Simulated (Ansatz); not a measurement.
# C2H4N2O: the cost of one run

Method: RKS PBE0-D4/6-31G*, in Ansatz 0.2.0.

### 1 The system as given

Bond lengths: N1–C2 1.401 Å, C2–N3 1.648 Å, C2–C4 1.462 Å, N3–C4 1.233 Å, C4–O5 1.281 Å, N1–H6 1.076 Å, N1–H7 1.021 Å, C2–H8 1.059 Å, O5–H9 0.999 Å. Angles: N1–C2–N3 105.3°, N1–C2–C4 120.5°, N1–C2–H8 120.1°, N3–C2–C4 46.2°, N3–C2–H8 108.5°, C4–C2–H8 118.7°, C2–N1–H6 112.4°, C2–N1–H7 111.1°, H6–N1–H7 101.6°, C2–N3–C4 58.9°, C2–C4–N3 74.9°, C2–C4–O5 136.0°, N3–C4–O5 149.0°, C4–O5–H9 102.6°.

Coordinates:

```xyz
9

N    -1.4890    0.1781    0.4431
C    -0.4477   -0.6648    0.0331
N     0.8764   -0.1593    0.8740
C     0.8466   -0.1085   -0.3572
O     1.4029    0.2482   -1.4551
H    -1.4200    1.1585    0.0050
H    -1.4182    0.3922    1.4392
H    -0.5379   -1.7136    0.1460
H     2.2755    0.6230   -1.1454
```

### 2 End point A

input.yaml reads:

```yaml
crystal:
  periodic: [false, false, false]
  atoms:
    - { symbol: "N", position_ang: [-1.489, 0.1781, 0.4431] }
    - { symbol: C, position_ang: [-0.4477, -0.6648, 0.0331] }
    - { symbol: "N", position_ang: [0.8764, -0.1593, 0.874] }
    - { symbol: C, position_ang: [0.8466, -0.1085, -0.3572] }
    - { symbol: O, position_ang: [1.4029, 0.2482, -1.4551] }
    - { symbol: H, position_ang: [-1.42, 1.1585, 0.005] }
    - { symbol: H, position_ang: [-1.4182, 0.3922, 1.4392] }
    - { symbol: H, position_ang: [-0.5379, -1.7136, 0.146] }
    - { symbol: H, position_ang: [2.2755, 0.623, -1.1454] }
basis:
  gaussian: { orbitals: "6-31G*" }
hamiltonian:
  xc: pbe0
  dispersion: d4
relax:
  f_tol: 0.015
  max_steps: 40
output:
  orbitals: {}
```

On the command line:

```bash
$ ansatz run input.yaml --threads 1 --pin off --max-ram 2048MiB --backend cpu --events-out ev --progress --plain --runs-dir out
```

**Question.** How long does this run take on 1 thread of Arm Neoverse V2, shared host, and how much memory does it need?

About 28 s, with a peak of 0.15 GiB.
